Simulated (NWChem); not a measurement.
System: phenol (C6H6O); SMILES c1ccccc1O

NWChem printed, in part:

```
             Northwest Computational Chemistry Package (NWChem) 7.3.0
             --------------------------------------------------------

                             Geometry "geometry" -> ""
                             -------------------------

 Output coordinates in angstroms (scale by  1.889725989 to convert to a.u.)

  No.       Tag          Charge          X              Y              Z
 ---- ---------------- ---------- -------------- -------------- --------------
    1 O                    8.0000    -0.07382100    -2.29754100     0.00000000
    2 C                    6.0000    -0.01271000    -0.94878500     0.00000000
    3 C                    6.0000    -1.21948000    -0.24003100     0.00000000
    4 C                    6.0000    -1.20537200     1.15068500     0.00000000
    5 C                    6.0000     0.00102600     1.85378600     0.00000000
    6 C                    6.0000     1.20014800     1.14441600     0.00000000
    7 C                    6.0000     1.19884900    -0.24953400     0.00000000
    8 H                    1.0000     0.82005900    -2.65560400     0.00000000
    9 H                    1.0000    -2.15565200    -0.80192100     0.00000000
   10 H                    1.0000    -2.15370200     1.69424000     0.00000000
   11 H                    1.0000     0.00496300     2.94571500     0.00000000
   12 H                    1.0000     2.15395000     1.67814000     0.00000000
   13 H                    1.0000     2.14443900    -0.80163700     0.00000000

 Effective nuclear repulsion energy (a.u.)     271.2858153646

  pbe96 is a nonlocal functional; adding pw91lda local functional.

                                 NWChem DFT Module
                                 -----------------

 Summary of "ao basis" -> "ao basis" (spherical)
 ------------------------------------------------------------------------------
       Tag                 Description            Shells   Functions and Types
 ---------------- ------------------------------  ------  ---------------------
 O                           6-31g*                  6       14   3s2p1d
 C                           6-31g*                  6       14   3s2p1d
 H                           6-31g*                  2        2   2s

 in cosmo_initialize ...

 solvent parameters
 solvname_short: unkn
 solvname_long:  unknown
 dielec:        2.4000

          ---------------
          -cosmo- solvent
          ---------------
 Cosmo: York-Karplus, doi: 10.1021/jp992097l
 dielectric constant -eps-     =   2.40
 screen = (eps-1)/(eps    )    =   0.58333
 surface charge correction     = lagrangian

   van der Waals surface
 --------------------------

 ---------- ATOMIC COORDINATES (A.U.) ------------ VDWR(ANG.) --
     1   -0.13950146   -4.34172294    0.00000000     1.720
     2   -0.02401842   -1.79294367    0.00000000     2.000
     3   -2.30448305   -0.45359282    0.00000000     2.000
     4   -2.27782279    2.17447935    0.00000000     2.000
     5    0.00193886    3.50314758    0.00000000     2.000
     6    2.26795087    2.16263266    0.00000000     2.000
     7    2.26549611   -0.47155088    0.00000000     2.000
     8    1.54968680   -5.01836389    0.00000000     1.300
     9   -4.07359161   -1.51541095    0.00000000     1.300
    10   -4.06990664    3.20164936    0.00000000     1.300
    11    0.00937871    5.56659419    0.00000000     1.300
    12    4.07037529    3.17122477    0.00000000     1.300
    13    4.05240211   -1.51487427    0.00000000     1.300
 number of segments per atom =         32
 number of   points per atom =         32
 atom (   nspa,  nppa )
 ----------------------
    1 (     18,     0 )       0
    2 (     12,     0 )       0
    3 (     14,     0 )       0
    4 (     14,     0 )       0
    5 (     12,     0 )       0
    6 (     14,     0 )       0
    7 (     14,     0 )       0
    8 (     16,     0 )       0
    9 (     16,     0 )       0
   10 (     16,     0 )       0
   11 (     16,     0 )       0
   12 (     16,     0 )       0
   13 (     16,     0 )       0
 number of -cosmo- surface points =      194
 molecular surface =    142.763 angstrom**2
 molecular volume  =    115.934 angstrom**3
 G(cav/disp)       =      1.574 kcal/mol
 -lineq- algorithm             =   0
 -bem- low  level              =   2
 -bem- from -octahedral-
 gaussian surface charge width =   4.50000
 degree of switching           =   1.00000
 switching function tolerance  =   0.00010
 atomic radii =
 --------------
    1  8.000  1.720
    2  6.000  2.000
    3  6.000  2.000
    4  6.000  2.000
    5  6.000  2.000
    6  6.000  2.000
    7  6.000  2.000
    8  1.000  1.300
    9  1.000  1.300
   10  1.000  1.300
   11  1.000  1.300
   12  1.000  1.300
   13  1.000  1.300
 ...... end of -cosmo- initialization ......

[...]

                                   COSMO solvation results
                                   -----------------------

                 gas phase energy =      -307.075480276337
                 sol phase energy =      -307.081396406235
 (electrostatic) solvation energy =         0.005916129898 (    3.71 kcal/mol)

                       DFT Final Molecular Orbital Analysis
                       ------------------------------------

 Vector   23  Occ=2.000000D+00  E=-2.871592D-01
              MO Center= -1.4D-02, -7.2D-03,  7.5D-10, r^2= 4.6D+00
   Bfn.  Coefficient  Atom+Function         Bfn.  Coefficient  Atom+Function
  ----- ------------  ---------------      ----- ------------  ---------------
    17      0.280232   2 C  px               59     -0.221305   5 C  px
    87     -0.217172   7 C  px               31     -0.215834   3 C  px
    45      0.214628   4 C  px                3     -0.207204   1 O  px
    73      0.206996   6 C  px              102      0.179653   9 H  s
   108      0.172776  12 H  s               107      0.154115  12 H  s

 Vector   24  Occ=2.000000D+00  E=-2.218651D-01
              MO Center= -1.8D-02,  4.4D-01, -2.9D-09, r^2= 2.9D+00
   Bfn.  Coefficient  Atom+Function         Bfn.  Coefficient  Atom+Function
  ----- ------------  ---------------      ----- ------------  ---------------
    47      0.301361   4 C  pz               89     -0.301732   7 C  pz
    33      0.295065   3 C  pz               75     -0.289132   6 C  pz
    93     -0.217504   7 C  pz               37      0.208613   3 C  pz
    51      0.208680   4 C  pz               79     -0.199640   6 C  pz

 Vector   25  Occ=2.000000D+00  E=-1.897585D-01
              MO Center= -1.5D-02, -2.0D-01,  1.2D-09, r^2= 3.8D+00
   Bfn.  Coefficient  Atom+Function         Bfn.  Coefficient  Atom+Function
  ----- ------------  ---------------      ----- ------------  ---------------
     5      0.351432   1 O  pz               61      0.307815   5 C  pz
     9      0.283861   1 O  pz               19     -0.264271   2 C  pz
    65      0.233543   5 C  pz               33     -0.225462   3 C  pz
    89     -0.216986   7 C  pz               37     -0.176849   3 C  pz
    93     -0.173966   7 C  pz               23     -0.152252   2 C  pz

 Vector   26  Occ=0.000000D+00  E=-2.786070D-02
              MO Center= -5.5D-03,  4.6D-01, -2.7D-10, r^2= 3.3D+00
   Bfn.  Coefficient  Atom+Function         Bfn.  Coefficient  Atom+Function
  ----- ------------  ---------------      ----- ------------  ---------------
    79      0.415802   6 C  pz               37      0.409013   3 C  pz
    93     -0.405533   7 C  pz               51     -0.401981   4 C  pz
    75      0.331528   6 C  pz               33      0.323847   3 C  pz
    47     -0.323469   4 C  pz               89     -0.315966   7 C  pz
    27      0.032106   2 C  d  1             69     -0.029471   5 C  d  1

 Vector   27  Occ=0.000000D+00  E=-1.219021D-02
              MO Center= -1.1D-02,  3.8D-01, -2.8D-10, r^2= 3.5D+00
   Bfn.  Coefficient  Atom+Function         Bfn.  Coefficient  Atom+Function
  ----- ------------  ---------------      ----- ------------  ---------------
    65      0.484016   5 C  pz               23      0.438436   2 C  pz
    19      0.415985   2 C  pz               61      0.369836   5 C  pz
    51     -0.267870   4 C  pz               79     -0.255998   6 C  pz
    47     -0.212442   4 C  pz                9     -0.208545   1 O  pz
    75     -0.201296   6 C  pz                5     -0.198192   1 O  pz

 Vector   28  Occ=0.000000D+00  E= 5.869205D-02
              MO Center=  1.1D+00, -2.3D+00,  1.4D-09, r^2= 2.9D+00
   Bfn.  Coefficient  Atom+Function         Bfn.  Coefficient  Atom+Function
  ----- ------------  ---------------      ----- ------------  ---------------
   100      1.267688   8 H  s                 6     -0.841052   1 O  s
   110      0.621696  13 H  s                91     -0.583284   7 C  px
     7     -0.420645   1 O  px               20     -0.340388   2 C  s
     3     -0.285198   1 O  px               22     -0.249899   2 C  py
   106      0.220639  11 H  s                21     -0.195191   2 C  px

     Multipole analysis of the density
     ---------------------------------

     L   x y z        total         alpha         beta         nuclear
     -   - - -        -----         -----         ----         -------
     0   0 0 0     -0.000000    -25.000000    -25.000000     50.000000

     1   1 0 0      0.619625      0.311462      0.311462     -0.003298
     1   0 1 0     -0.171771     -0.030920     -0.030920     -0.109931
     1   0 0 1     -0.000000     -0.000000     -0.000000      0.000000

     2   2 0 0    -25.711818   -109.535983   -109.535983    193.360148
     2   1 1 0     -3.496736     -0.200272     -0.200272     -3.096192
     2   1 0 1      0.000000      0.000000      0.000000      0.000000
     2   0 2 0    -26.352790   -205.073782   -205.073782    383.794774
     2   0 1 1     -0.000000     -0.000000     -0.000000      0.000000
     2   0 0 2    -32.559633    -16.279817    -16.279817      0.000000
```

Level: PBE/6-31G* (spherical d), COSMO on the gas-phase geometry. The geometry was optimised at PBE0/def2-SVP. COSMO prints the solvation energy as gas minus solution, so a positive value is a stabilisation.

Q: Write an input that gives this output.

A: This is not unique; one that fits is the input that was run:
```
start job
memory heap 200 mb stack 900 mb global 1100 mb
geometry units angstroms noautosym nocenter noautoz
  O     -0.073821    -2.297541     0.000000
  C     -0.012710    -0.948785     0.000000
  C     -1.219480    -0.240031     0.000000
  C     -1.205372     1.150685     0.000000
  C      0.001026     1.853786     0.000000
  C      1.200148     1.144416     0.000000
  C      1.198849    -0.249534     0.000000
  H      0.820059    -2.655604     0.000000
  H     -2.155652    -0.801921     0.000000
  H     -2.153702     1.694240     0.000000
  H      0.004963     2.945715     0.000000
  H      2.153950     1.678140     0.000000
  H      2.144439    -0.801637     0.000000
end
basis spherical
  * library 6-31g*
end
dft
  xc xpbe96 cpbe96
  iterations 150
end
cosmo
  dielec 2.4
end
task dft energy
```
